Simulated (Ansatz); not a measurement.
Ansatz (a first-principles code) input file for C₂H₅, SMILES [CH2]C (connectivity only; charge and spin as stated), charge +1, multiplicity 1, B3LYP-D3(BJ)/def2-TZVP. 

Ansatz 0.2 input:
```yaml
crystal:
  periodic: [false, false, false]
  atoms:
    - {symbol: C, position_ang: [0.00010673, 0.74028588, 0.00000000]}
    - {symbol: C, position_ang: [-0.04367874, -0.64502024, -0.00000000]}
    - {symbol: H, position_ang: [-0.89762101, 1.35423398, -0.00000000]}
    - {symbol: H, position_ang: [0.94433526, 1.27944539, -0.00000001]}
    - {symbol: H, position_ang: [0.62160514, -1.04804466, 0.79818228]}
    - {symbol: H, position_ang: [-1.02849249, -1.10918389, -0.00000000]}
    - {symbol: H, position_ang: [0.62160515, -1.04804466, -0.79818228]}
basis:
  gaussian:
    orbitals: def2-TZVP
hamiltonian:
  xc: b3lyp
  dispersion: d3bj
total_charge: 1
relax: {f_tol: 0.002, max_steps: 200}
```

Output:

```
WARN ansatz: RAYON_NUM_THREADS=1 ignored (pool sized by the plan → 1); use --threads N
Functional definition: B3LYP
integrals: 0.02 GiB planned
580 factors; their error is unknown
mean field: 0.20 GiB planned
mean field evaluation 1: about -2136.4175 eV, gradient 6.8e1 eV
mean field evaluation 2: about -2135.2064 eV, gradient 6.7e1 eV
mean field evaluation 4: about -2146.5862 eV, gradient 9.1e-1 eV
mean field evaluation 8: about -2146.5673 eV, gradient 5.7e-2 eV
mean field evaluation 16: about -2146.5673 eV, gradient 4.8e-6 eV
mean field -2146.56731713 eV, -78.8848939091 hartree, gradient 4.8e-6 eV, S^2 0.000000; 0 other end points of the search recorded, 0 dependent functions left out
the calculation of the forces begins
reference -2146.56751037 eV, -78.8849010102 hartree; 8, 8 occupied and 84, 84 virtual orbitals, 580 factors
relax step   1: F+E_penalty+E_count = -2146.69454549 eV  Δ(F+E_penalty+E_count) = +0.000e0 eV  max|allowed force component| = 9.239e-1 eV/Å  Δτ_max = 0.0000 Å  (27 SCF iters, accepted)
these checks for a lower state are left out or cut short: starts, cluster_reference, orbital_swaps, neighbouring_geometries, increment
integrals: 0.02 GiB planned
580 factors; their error is unknown
mean field: 0.20 GiB planned
mean field -2146.58286811 eV, -78.8854653971 hartree, gradient 1.6e-5 eV, S^2 0.000000; 0 other end points of the search recorded, 0 dependent functions left out
the calculation of the forces begins
reference -2146.58306128 eV, -78.8854724958 hartree; 8, 8 occupied and 84, 84 virtual orbitals, 580 factors
relax step   2: F+E_penalty+E_count = -2146.71008489 eV  Δ(F+E_penalty+E_count) = -1.554e-2 eV  max|allowed force component| = 4.996e-1 eV/Å  Δτ_max = 0.0208 Å  (31 SCF iters, accepted)
these checks for a lower state are left out or cut short: starts, cluster_reference, orbital_swaps, neighbouring_geometries, increment
integrals: 0.02 GiB planned
580 factors; their error is unknown
mean field: 0.20 GiB planned
mean field evaluation 32: about -2146.5881 eV, gradient 1.8e-5 eV
mean field -2146.58813127 eV, -78.8856588144 hartree, gradient 1.8e-5 eV, S^2 0.000000; 0 other end points of the search recorded, 0 dependent functions left out
the calculation of the forces begins
reference -2146.58832440 eV, -78.8856659119 hartree; 8, 8 occupied and 84, 84 virtual orbitals, 580 factors
relax step   3: F+E_penalty+E_count = -2146.71542005 eV  Δ(F+E_penalty+E_count) = -5.335e-3 eV  max|allowed force component| = 4.584e-2 eV/Å  Δτ_max = 0.0236 Å  (31 SCF iters, accepted)
these checks for a lower state are left out or cut short: starts, cluster_reference, orbital_swaps, neighbouring_geometries, increment
integrals: 0.02 GiB planned
580 factors; their error is unknown
mean field: 0.20 GiB planned
mean field -2146.58820086 eV, -78.8856613720 hartree, gradient 1.8e-5 eV, S^2 0.000000; 0 other end points of the search recorded, 0 dependent functions left out
the calculation of the forces begins
reference -2146.58839401 eV, -78.8856684699 hartree; 8, 8 occupied and 84, 84 virtual orbitals, 580 factors
relax step   4: F+E_penalty+E_count = -2146.71546457 eV  Δ(F+E_penalty+E_count) = -4.452e-5 eV  max|allowed force component| = 1.761e-2 eV/Å  Δτ_max = 0.0020 Å  (32 SCF iters, accepted)
these checks for a lower state are left out or cut short: starts, cluster_reference, orbital_swaps, neighbouring_geometries, increment
integrals: 0.02 GiB planned
580 factors; their error is unknown
mean field: 0.20 GiB planned
mean field -2146.58819841 eV, -78.8856612818 hartree, gradient 1.8e-5 eV, S^2 0.000000; 0 other end points of the search recorded, 0 dependent functions left out
the calculation of the forces begins
reference -2146.58839154 eV, -78.8856683794 hartree; 8, 8 occupied and 84, 84 virtual orbitals, 580 factors
relax step   5: F+E_penalty+E_count = -2146.71547129 eV  Δ(F+E_penalty+E_count) = -6.725e-6 eV  max|allowed force component| = 7.449e-4 eV/Å  Δτ_max = 0.0005 Å  (32 SCF iters, accepted)
integrals: 0.02 GiB planned
580 factors; their error is unknown
mean field: 0.20 GiB planned
mean field evaluation 64: about -2146.5882 eV, gradient 6.3e-3 eV
mean field -2146.58819841 eV, -78.8856612818 hartree, gradient 1.8e-5 eV, S^2 0.000000; 1 other end points of the search recorded, 0 dependent functions left out
the calculation of the forces begins
reference -2146.58839154 eV, -78.8856683794 hartree; 8, 8 occupied and 84, 84 virtual orbitals, 580 factors
Total energy: -2146.71566443 eV, -78.8903455716 hartree
Atom 0 at     0.000254     0.740273    -0.000000 Å, force     0.000477     0.000319     0.000000 eV/Å
Atom 1 at    -0.047623    -0.664667     0.000000 Å, force     0.000725    -0.000745    -0.000000 eV/Å
Atom 2 at    -0.894229     1.362315    -0.000000 Å, force    -0.000255     0.000231    -0.000000 eV/Å
Atom 3 at     0.958220     1.258643    -0.000000 Å, force    -0.000282     0.000079     0.000000 eV/Å
Atom 4 at     0.612381    -1.018295     0.827601 Å, force    -0.000086     0.000036     0.000292 eV/Å
Atom 5 at    -1.023523    -1.136303     0.000000 Å, force    -0.000492     0.000043     0.000000 eV/Å
Atom 6 at     0.612381    -1.018295    -0.827601 Å, force    -0.000086     0.000036    -0.000292 eV/Å
Dipole moment:     0.091781     0.184132    -0.000000 e Å
```

Self-consistency was reached.

Cost: about 8 core-seconds (a rough figure).
